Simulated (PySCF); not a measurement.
Gas-phase XPS of 2-sulfanylacetonitrile, computed

Species: 2-sulfanylacetonitrile, C₂H₃NS.
Numbering: `[N:1]#[C:2][CH2:3][SH:4]`

Level of theory: delta-SCF UKS SCAN, pcX-2 on the ionised atom, pcseg-1 elsewhere, spin-free X2C in PySCF 2.14.0. These are vertical core ionisation energies against the vacuum level, from separate self-consistent calculations with and without the core hole.

Q: What binding energy does each computed site have?

A: 
```
atom(s)                 environment  level  binding energy (eV)  above the level's lowest (eV)  count
     N1            nitrile nitrogen   N 1s               405.40                           0.00      1
     C2              nitrile carbon   C 1s               292.66                           0.00      1
     C3  sp3 carbon bound to sulfur   C 1s               293.30                          +0.64      1
     S4                thiol sulfur   S 1s              2478.28                           0.00      1
```

The listed C 1s values span 0.64 eV, from C2 (bonded to N (triple bond) and C) to C3 (bonded to S, C and 2 H). Summing the Pauling electronegativity differences to the bonded atoms, each weighted by its formal bond order, gives +1.47 for the lowest site and -0.67 for the highest; the largest sum, +1.47, belongs to C2, 0.64 eV below the top. The smallest sum, -0.67, belongs to C3, 0.64 eV above the lowest.

Q: Which effective nuclear charge Zeff reproduces each element's mean 1s value in the hydrogen-like formula E = 13.606 eV × Zeff²?

A: C (Z = 6): mean 293.0 eV, Zeff = 4.64, Z − Zeff = 1.36; N (Z = 7): mean 405.4 eV, Zeff = 5.46, Z − Zeff = 1.54; S (Z = 16): mean 2478.3 eV, Zeff = 13.50, Z − Zeff = 2.50. Means run over the listed sites, weighted by atom count.

Not every level is listed. One conformer (not necessarily the lowest) at the PBE0-D3(BJ)/def2-SVP geometry, without solvent, vibrations or thermal averaging.

The values belong to the conformer `[N:1]#[C:2][CH2:3][SH:4]`: H–S4–C3–C2 -65°.
